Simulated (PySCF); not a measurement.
H₄Si, SMILES `[SiH4]` (charge 0, multiplicity 1)

Method: PBE-D3(BJ)/def2-TZVP run with PySCF.

```json
{
  "HOMO": "-8.49 eV",
  "dipole_moment": "0.00 D",
  "HOMO–LUMO gap": "8.71 eV",
  "LUMO": "0.21 eV",
  "total_energy": "-291.7230 Ha",
  "cost": "about 2.7 core-seconds (a rough figure)"
}
```

```xyz
5

Si     0.0000     0.0000     0.0000
H     -0.3340    -0.9979    -1.0593
H     -0.7029     1.2855    -0.2878
H      1.4749     0.2322     0.0177
H     -0.4380    -0.5199     1.3294
```
Charge 0, spin multiplicity 1.
